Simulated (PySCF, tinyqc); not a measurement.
FCI on RHF in the sto-3g basis, frozen core, for LiH, spin multiplicity 1, step by step. The lowest restricted solution is unstable here: a spin-polarised one lies 0.0012 hartree lower (PySCF). One step of it, computed by the program tinyqc.

Question. FCI: roots. Diagonalise (each vector has its largest component positive (the first on a tie)); all determinants have Ms = 0, so triplets appear too. The lowest singlet root is the correlation energy.

Occupation strings over the orbitals (2 doubly, a alpha, b beta, 0 empty; spin orbitals ordered 1a 1b 2a 2b ...): 220000 2ab000 2a000b 2ba000 2b000a 202000 20a00b 200200 200020 20b00a 200002

H - E(HF) between determinants (hartree), order 220000, 2ab000, 2a000b, 2ba000, 2b000a, 202000, 20a00b, 200200, 200020, 20b00a, 200002:
```
[[0.000000, 0.000000, 0.000000, 0.000000, 0.000000, 0.020820, -0.043725, 0.021291, 0.021291, 0.043725, 0.130320],
 [0.000000, 0.119617, 0.013638, -0.020820, 0.043725, 0.072980, 0.016893, 0.020229, 0.020229, 0.127316, -0.038830],
 [0.000000, 0.013638, 0.349275, 0.043725, -0.130320, 0.016893, 0.009891, -0.018540, -0.018540, 0.038830, -0.008383],
 [0.000000, -0.020820, 0.043725, 0.119617, 0.013638, -0.072980, 0.127316, -0.020229, -0.020229, 0.016893, 0.038830],
 [0.000000, 0.043725, -0.130320, 0.013638, 0.349275, -0.016893, 0.038830, 0.018540, 0.018540, 0.009891, 0.008383],
 [0.020820, 0.072980, 0.016893, -0.072980, -0.016893, 0.594740, 0.107616, 0.041371, 0.041371, -0.107616, 0.030769],
 [-0.043725, 0.016893, 0.009891, 0.127316, 0.038830, 0.107616, 0.522272, -0.012080, -0.012080, -0.030769, 0.024584],
 [0.021291, 0.020229, -0.018540, -0.020229, 0.018540, 0.041371, -0.012080, 0.626306, 0.016869, 0.012080, 0.019301],
 [0.021291, 0.020229, -0.018540, -0.020229, 0.018540, 0.041371, -0.012080, 0.016869, 0.626306, 0.012080, 0.019301],
 [0.043725, 0.127316, 0.038830, 0.016893, 0.009891, -0.107616, -0.030769, 0.012080, 0.012080, 0.522272, -0.024584],
 [0.130320, -0.038830, -0.008383, 0.038830, 0.008383, 0.030769, 0.024584, 0.019301, 0.019301, -0.024584, 0.722866]]
```

Give: lowest roots of this matrix, relative to E(HF); lowest vectors; <S^2> of these roots; weight of the ground state by excitation level 0, 1, 2, ....

Answer.

lowest roots of this matrix, relative to E(HF) (hartree): [-0.0338, 0.0423, 0.0679, 0.2156, 0.4358, 0.5065, 0.5513, 0.6094]

lowest vectors, order 220000, 2ab000, 2a000b, 2ba000, 2b000a, 202000, 20a00b, 200200, 200020, 20b00a, 200002:
```
[[0.9677, 0.0000, -0.1335, 0.0000],
 [0.0669, 0.6605, 0.6411, 0.1120],
 [0.0080, -0.1608, 0.0718, 0.6752],
 [-0.0669, 0.6605, -0.6411, 0.1120],
 [-0.0080, -0.1608, -0.0718, 0.6752],
 [-0.0730, 0.0000, -0.2585, 0.0000],
 [0.1044, -0.1946, 0.1897, -0.1778],
 [-0.0212, 0.0000, -0.0124, 0.0000],
 [-0.0212, 0.0000, -0.0124, 0.0000],
 [-0.1044, -0.1946, -0.1897, -0.1778],
 [-0.1624, 0.0000, 0.1031, 0.0000]]
```

<S^2> of these roots: [0.0000, 2.0000, 0.0000, 2.0000, 0.0000, 0.0000, 2.0000, 0.0000]

weight of the ground state by excitation level 0, 1, 2, ...: [0.9365, 0.0091, 0.0544]
